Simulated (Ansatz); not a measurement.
**1T (CdI2-type) TiS2: properties by level of theory**

Reference values: lattice constant a 3.407 Å (measured, temperature not stated, no zero-point or thermal correction; as tabulated in Chianelli et al. (1975), doi:10.1016/0025-5408(75)90100-2); lattice parameter c 5.695 Å (measured, temperature not stated, not corrected to a static lattice; as tabulated in Chianelli et al. (1975), doi:10.1016/0025-5408(75)90100-2).

```json
[
 {"level (code)": "PBEsol (Ansatz)", "equilibrium lattice constant a (Å)": "3.352", "c axis length (Å)": "5.637"},
 {"level (code)": "revPBE (Ansatz)", "equilibrium lattice constant a (Å)": "3.446", "c axis length (Å)": "8.450"},
 {"level (code)": "PBE-D3(BJ) (Ansatz)", "equilibrium lattice constant a (Å)": "3.361", "c axis length (Å)": "5.523"},
 {"level (code)": "PBEsol-D3(BJ) (Ansatz)", "equilibrium lattice constant a (Å)": "3.298", "c axis length (Å)": "5.336"},
 {"level (code)": "rVV10 (Ansatz)", "equilibrium lattice constant a (Å)": "3.440", "c axis length (Å)": "5.717"},
 {"level (code)": "HSE06-D3(BJ) (Ansatz)", "equilibrium lattice constant a (Å)": "3.353", "c axis length (Å)": "5.504"}
]
```

Differences from the reference values (errors of the level alone only where the reference is corrected to a static lattice):

```
level          lattice constant a (%)  lattice parameter c (%)
-------------  ----------------------  -----------------------
PBEsol                          -1.61                    -1.02
revPBE                          +1.14                      +48
PBE-D3(BJ)                      -1.35                    -3.02
PBEsol-D3(BJ)                   -3.20                    -6.30
rVV10                           +0.97                    +0.39
HSE06-D3(BJ)                    -1.58                    -3.35
```

Nearest: lattice constant a, not ranked (reference at room or unstated temperature); lattice parameter c, not ranked (reference at room or unstated temperature).

Caveats: exact exchange on metals is sensitive to the k mesh and can open a false gap (HSE06-D3(BJ)); for a layered or molecular solid the relaxed cell lies over 5 % above the published volume, where the minimum can be shallow (revPBE); the cell comes from a level without a dispersion term, which matters for the spacing of layers, chains or molecules (PBEsol, revPBE). Ansatz's density-functional and Hartree–Fock values are scalar-relativistic unless marked +SOC, with PAW data made under PBE.

Differences are worked out from the printed values.

Computed values are for the static lattice.

Ansatz is an electronic-structure program.
